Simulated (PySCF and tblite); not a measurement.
The numbers below are computed, except where a source is named.
Stationary points of C₄H₆O₂ at GFN2-xTB, in Å:

Structure A

```
 1 C    -1.299   -0.760    0.362
 2 C    -0.057    0.045    0.117
 3 C     0.296    1.044    1.122
 4 O     1.244    1.789    1.105
 5 C     0.691   -0.157   -0.985
 6 O     1.811    0.526   -1.256
 7 H    -1.484   -1.453   -0.455
 8 H    -2.162   -0.104    0.463
 9 H    -1.204   -1.330    1.285
10 H    -0.426    1.070    1.966
11 H     0.386   -0.913   -1.704
12 H     2.211    0.247   -2.086
```

Structure B

```
 1 C    -1.292   -0.786    0.397
 2 C    -0.087    0.032    0.048
 3 C     0.349    1.020    1.046
 4 O     1.416    1.575    1.083
 5 C     0.570   -0.133   -1.109
 6 O     1.569    0.675   -1.540
 7 H    -1.512   -1.506   -0.387
 8 H    -2.158   -0.139    0.529
 9 H    -1.130   -1.322    1.331
10 H    -0.413    1.203    1.832
11 H     0.250   -0.899   -1.817
12 H     2.438    0.280   -1.414
```

Structure C

```
 1 C    -1.330   -0.759    0.375
 2 C    -0.066   -0.039    0.013
 3 C     0.475    0.930    0.930
 4 O     1.498    1.577    0.741
 5 C     0.593   -0.269   -1.153
 6 O     1.704    0.330   -1.524
 7 H    -1.613   -1.452   -0.413
 8 H    -2.144   -0.051    0.524
 9 H    -1.200   -1.319    1.300
10 H    -0.102    1.074    1.859
11 H     0.228   -0.990   -1.878
12 H     1.958    0.967   -0.800
```

Level: PBE0/pcSseg-1 + D3(BJ), IEF-PCM chloroform on GFN2-xTB stationary points, with GFN2-xTB thermal terms.

Problem. Which structure is a saddle point, and along which motion?

Solution. B: one imaginary mode (546i cm⁻¹ at GFN2-xTB, mostly on H12), along the rotation about the C5–O6 bond (torsion C2–C5–O6–H from 0° to 180°, rising).

Problem. Give their symmetry and energies above the lowest.

Solution. A Cs, 10.5 kcal/mol; B C1, 16.8 kcal/mol; C Cs, 0.0 kcal/mol.
